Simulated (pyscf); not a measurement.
## Substitution at C: `[CH3][SiH2][CH3]` + `[Cl]` [doublet] → `[CH3][Cl]` + `[CH3][SiH2]` [doublet]

Gas phase, doublet surface, charge 0. Bonds broken: C1–Si2. Bonds formed: C1–Cl12. PySCF, gas phase, ωB97X-D3(BJ)/def2-SVP geometries.

Transition state (Å):

```xyz
12

C      0.1578    -1.1400    -0.3004
Si    -0.0485     0.6883     1.2497
C      0.4441     2.2462     0.3236
H     -0.5849    -0.5872    -0.8778
H     -0.1744    -1.7747     0.5222
H      1.2045    -0.8352    -0.3464
H      0.8596     0.3965     2.4001
H     -1.4706     0.7215     1.7076
H      1.4812     2.1756    -0.0405
H     -0.2146     2.4133    -0.5431
H      0.3730     3.1288     0.9809
Cl     0.3555    -2.6861    -1.6866
```

One imaginary mode, 752i cm⁻¹; descent along it reached the two sides named.

```json
[
 {"bond": "C1–Si2", "change": "breaks", "reactant side (Å)": "1.888", "saddle": "2.406", "product side": "3.8"},
 {"bond": "C1–Cl12", "change": "forms", "reactant side (Å)": "3.0", "saddle": "2.086", "product side": "1.778"}
]
```

Electronic energies relative to the separated reactants (kcal/mol):

```json
[
 {"level": "ωB97X-D3(BJ)/def2-TZVP", "barrier": "23.8", "reaction energy": "+7.7", "reverse barrier": "16.1"},
 {"level": "PBE/def2-TZVP", "barrier": "10.9", "reaction energy": "0.0", "reverse barrier": "10.8"},
 {"level": "r²SCAN/def2-TZVP", "barrier": "14.7", "reaction energy": "+2.8", "reverse barrier": "11.9"},
 {"level": "B3LYP-D3(BJ)/def2-TZVP", "barrier": "18.4", "reaction energy": "+6.0", "reverse barrier": "12.3"},
 {"level": "PBE0-D3(BJ)/def2-TZVP", "barrier": "17.1", "reaction energy": "+3.6", "reverse barrier": "13.5"},
 {"level": "M06-2X/def2-TZVP", "barrier": "20.7", "reaction energy": "+4.0", "reverse barrier": "16.7"},
 {"level": "ωB97M-D3(BJ)/def2-TZVP", "barrier": "23.7", "reaction energy": "+7.5", "reverse barrier": "16.2"},
 {"level": "HF/def2-TZVP", "barrier": "44.8", "reaction energy": "+13.6", "reverse barrier": "31.1"}
]
```

With ωB97M-D3(BJ)/def2-TZVP energies and thermal terms (ideal gas, 1 atm, RRHO with modes under 100 cm⁻¹ raised to 100, one conformer, R ln 2 for chiral ones without a mode under 150 cm⁻¹), in kcal/mol:

```tsv
T (K)	ΔH‡	ΔG‡	ΔH	ΔG
298	22.8	29.0	+6.9	+3.6
600	22.9	35.3	+6.0	+0.6
900	22.7	41.5	+5.1	-2.0
1200	22.5	47.9	+4.2	-4.2
```

Abstraction by the radical was not located in this set and often lies lower. This is the saddle that the search found; another between the same sides may lie lower. The angle at the attacked C is 178°. Left out: orbital degeneracy and the spin-orbit lowering of Cl.
